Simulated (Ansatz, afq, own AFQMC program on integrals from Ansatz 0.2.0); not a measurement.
## AlBH, quartet: AFQMC among the cluster methods

| atom | x (Å) | y (Å) | z (Å) |
| --- | --- | --- | --- |
| B | 0.0000 | 0.0000 | 1.8170 |
| Al | 0.0000 | 0.0000 | -0.1200 |
| H | 0.0000 | 0.0000 | -1.6970 |

Connectivity, by distances: B–AlH.

Basis 6-31G. Noble-gas cores (and the filled d shells of Ga–Kr and In–Xe) are frozen. Integrals, coupled cluster, full CI and functionals: Ansatz 0.2.0; the random walks run on the same integrals in our own AFQMC program. ph-AFQMC/CISD is guided by a CISD state made of CCSD amplitudes; releasing the constraint for a short imaginary time cuts its bias at the price of noise, slowly where states lie close. Error bars are statistical, one sigma.

Determinant: UHF, the one that the program's search chose, which needn't be the lowest solution. The geometry is a point of a scan.

Full CI on the same integrals is exact in this basis and with this determinant's frozen core.

Cautions: lower spins were not checked; the released energies are still falling, so no released level is given (meV from the phaseless value at times in 1/Eh: -6.0 ± 2.4 at 0.24, -6.9 ± 2.1 at 0.51, -13.0 ± 1.9 at 0.99, -16.8 ± 1.7 at 1.62, -17.7 ± 2.2 at 2.40).

The T1 diagnostic is 0.0264 and the weight of the determinant in the CISD state is 0.912. The ⟨S²⟩ of the determinant is 3.755 and the size of the correlated space is 7 electrons in 18 orbitals.

```csv
level,correlation energy (eV)
MP2,-1.5614
CCSD,-2.1507
CCSD(T),-2.2136
```

(1) Estimate where phaseless AFQMC with the Hartree–Fock trial lies against CCSD(T) on the same integrals.

(1) 3.00 ± 0.80 mEh above CCSD(T).

Reference: full CI, correlation energy -2.247 eV.

```
        level  E − E(reference) (mEh)  share of correlation (%)
      CCSD(T)                    1.23                     98.51
        CCSDT                    0.30                     99.64
     CCSDT(Q)                    0.08                     99.90
       CCSDTQ                    0.01                     99.98
  ph-AFQMC/HF             4.23 ± 0.80                     94.88
ph-AFQMC/CISD             0.87 ± 0.08                     98.95
```

CCSDT and higher add their correlation energy to the determinant of the CCSD(T) run, since their own runs factorise the integrals more tightly (a shift of under 2 meV). A walk keeps the symmetry of its determinant, which the program's search chose and which needn't be the lowest solution, so a lower state of the same spin and another symmetry isn't excluded.
